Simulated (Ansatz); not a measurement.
bcc Mo was calculated with PBEsol (PAW; Ansatz, an electronic-structure program).

Settings: plane-wave cutoff 520 eV, 18×18×18 k mesh, Fermi–Dirac smearing 0.1 eV, perturbation theory, force constants from a 6×6×6 q mesh, no spin polarisation, scalar-relativistic PAW data made under PBE.

Computed at the level's own relaxed cell.

Harmonic phonon frequencies (cm⁻¹; i marks an imaginary mode):

```
q point  frequencies
-------  -----------
N         (withheld)
H        155 155 155
```

Task: Fill in the missing entries.

Result: 
- N, frequencies: 133 196 271

No imaginary mode appears at these points.
